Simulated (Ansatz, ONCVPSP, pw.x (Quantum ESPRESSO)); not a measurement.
From atom to crystal: ONCV potential for Ta

- Element: Ta (Z = 73)
- Generator: ONCVPSP 4.0.1.1 (patched build)
- Type: optimised norm-conserving Vanderbilt (ONCV)
- Functional: LDA (Perdew-Wang 92)
- Relativity: scalar-relativistic
- Frozen core: [Xe] 4f14
- Valence charge: 5
- Reference configuration: 5d3 6s2
- Partial waves: 6s: rc 2.30 bohr, ncon 4, nbas 8, qcut 2.3 1/bohr, 1 projector; p scattering state at 0.24 Ha: rc 2.25 bohr, ncon 3, nbas 6, qcut 3.2 1/bohr, 1 projector; 5d: rc 2.10 bohr, ncon 5, nbas 8, qcut 5.1 1/bohr, 1 projector
- Local potential: polynomial inside 1.40 bohr (lpopt 4, dvloc0 0 Ha)
- Core correction: Teter function, fcfact 5.25, rcfact 1.65

Atomic tests: cutoffs needed: 12 Ha and 24 Ha (the cutoffs (Ha) at which the residual kinetic energy of the hardest occupied pseudo-wave falls to 1 and 0.1 mHa per electron); ghost test: ghosts flagged at negative energy: s at -78.7 eV, p at -16.2 eV; no localised positive-energy state flagged; a true bound ghost makes a file unfit for plane-wave use; configuration tests: 1 of 4 tests not solved or not reliable.

Crystal test: fcc Ta in pw.x 7.5, no spin, 14³ k-points, Fermi–Dirac smearing 0.01 Ry, cutoffs 55/220 Ry. The lattice is a test structure that the element need not adopt, and mesh and smearing are coarse.

pw.x input:

```
&control
  calculation='scf', prefix='x', pseudo_dir='./', outdir='./tmp', tstress=.true., disk_io='low'
/
&system
  ibrav=0, nat=1, ntyp=1, ecutwfc=55, ecutrho=220, nbnd=9,
  occupations='smearing', smearing='fd', degauss=0.01
/
&electrons
  conv_thr=1e-09, mixing_beta=0.4, electron_maxstep=70
/
ATOMIC_SPECIES
Ta 1.0 Ta.UPF
CELL_PARAMETERS angstrom
  0.00000000 2.07374725 2.07374725
  2.07374725 0.00000000 2.07374725
  2.07374725 2.07374725 0.00000000
ATOMIC_POSITIONS crystal
Ta 0.0000 0.0000 0.0000
K_POINTS automatic
14 14 14 0 0 0
```

```bash
pw.x < Ta.scf.in > Ta.scf.out
```

How does the run end?

It converges; the pressure is 49.16 GPa against -0.93 GPa from all-electron LAPW. This is a poor potential for the solid. Note: ghosts flagged at negative energy: s at -78.7 eV, p at -16.2 eV; no localised positive-energy state flagged. A true bound ghost makes a file unfit for plane-wave use. Atomic configuration tests: 1 of 4 tests not solved or not reliable. The log shows:

```
     kinetic-energy cutoff     =      55.0000  Ry
     charge density cutoff     =     220.0000  Ry
     scf convergence threshold =      1.0E-09
     Exchange-correlation= SLA  PW   NOGX NOGC
     number of k points=   104  Fermi-Dirac smearing, width (Ry)=  0.0100
     iteration #  1     ecut=    55.00 Ry     beta= 0.40
     total energy              =     -20.82597494 Ry
     estimated scf accuracy    <      11.85749164 Ry
     iteration #  2     ecut=    55.00 Ry     beta= 0.40
     total energy              =     -23.30396425 Ry
     estimated scf accuracy    <       0.28555497 Ry
     iteration #  3     ecut=    55.00 Ry     beta= 0.40
     total energy              =     -23.25793263 Ry
     estimated scf accuracy    <       0.08796051 Ry
     iteration #  4     ecut=    55.00 Ry     beta= 0.40
     total energy              =     -23.26220893 Ry
     estimated scf accuracy    <       0.00018965 Ry
     [... 2 iterations left out ...]
     iteration #  7     ecut=    55.00 Ry     beta= 0.40
     total energy              =     -23.26234539 Ry
     estimated scf accuracy    <       0.00000018 Ry
     iteration #  8     ecut=    55.00 Ry     beta= 0.40
     total energy              =     -23.26234541 Ry
     estimated scf accuracy    <          2.7E-09 Ry
     iteration #  9     ecut=    55.00 Ry     beta= 0.40
     total energy              =     -23.26234540 Ry
     estimated scf accuracy    <          1.9E-09 Ry
     iteration # 10     ecut=    55.00 Ry     beta= 0.40
     the Fermi energy is    10.7510 ev
!    total energy              =     -23.26234540 Ry
     estimated scf accuracy    <          4.3E-12 Ry
     smearing contrib. (-TS)   =      -0.00482823 Ry
     The total energy is F=E-TS. E is the sum of the following terms:
     one-electron contribution =      -1.65914835 Ry
     hartree contribution      =       2.98886907 Ry
     xc contribution           =      -9.96271863 Ry
     ewald contribution        =     -14.62451926 Ry
     convergence has been achieved in  10 iterations
          total   stress  (Ry/bohr**3)                   (kbar)     P=      491.55
```
